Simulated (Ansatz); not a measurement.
## [H···H···F], doublet: the ladder up to full CI

Geometry: a point of a hydrogen-transfer path between rigid fragments, not a stationary point.

```
atom   x (Å)   y (Å)    z (Å)
   H  0.0000  0.0000  -0.8647
   H  0.0000  0.0000  -0.1717
   F  0.0000  0.0000   1.0363
```

Basis 6-31G; Ansatz 0.2.0. Only valence electrons are correlated (noble-gas cores frozen), which leaves 9 electrons in 12 orbitals. Prefix R: restricted or restricted open-shell reference; prefix U: unrestricted. Active spaces: pair = (3e, 3o) about the gap; valence = (9e, 6o) chosen from the atoms' valence shells.

Full CI is exact within this basis and frozen core; it isn't the basis-set limit. The frozen core follows each run's orbitals, which can shift R against U totals by a few meV.

For open shells CISD and CISDTQ are restricted-active-space CI with the open shells as a complete middle space.

* UHF ⟨S²⟩: 0.771
* T1 diagnostic (RCCSD): 0.0390
* largest doubles amplitude (RCCSD): 0.060
* T1 diagnostic (UCCSD): 0.0243

```tsv
level	E − E(full CI) (mEh)	share of correlation (%)	wall time
RHF	134.10	0.00	–
UHF	126.33	5.79	–
RMP2	17.25	87.14	–
UMP2	15.20	88.66	–
CISD	7.16	94.66	0.12 s
RCCSD	1.38	98.97	–
UCCSD	1.21	99.10	–
RCCSD(T)	0.33	99.76	0.21 s
UCCSD(T)	0.31	99.77	0.21 s
BCCD(T)	0.40	99.70	0.27 s
RCCSDT	0.24	99.82	–
UCCSDT	0.23	99.83	–
CISDTQ	0.17	99.87	0.72 s
RCCSDT(Q)	0.00	100.00	1.8 s
UCCSDT(Q)	0.00	100.00	1.7 s
RCCSDTQ	0.01	99.99	11 s
UCCSDTQ	0.00	100.00	11 s
CASSCF (pair space)	108.63	18.99	–
NEVPT2 (pair space)	8.09	93.97	0.09 s
MRCISD (pair space)	5.68	95.76	–
MRCISD+Q (pair space)	2.94	97.80	0.18 s
CASSCF (valence space)	106.59	20.51	–
NEVPT2 (valence space)	19.32	85.59	0.09 s
MRCISD (valence space)	5.35	96.01	–
MRCISD+Q (valence space)	2.73	97.96	0.3 s
```

The correlation energy at full CI, counted from RHF, is -3.649 eV. That run took 0.93 s on 1 thread of Intel Xeon 6975P-C, shared host over 97,616 determinants.

Times hold each run's SCF and search for its determinant on a shared host, so for small cases they say little of a method's own cost; they ran on 1 thread of Intel Xeon 6975P-C.

The full-CI state has the irrep A1 of C2v, in the program's axes (one component, if the state is degenerate).

Natural occupations of full CI about the gap: 1.991 1.985 1.985 1.966 1.000 0.026 0.015 0.015 0.009 0.005; effectively unpaired electrons, Σ n²(2−n)², 1.01.
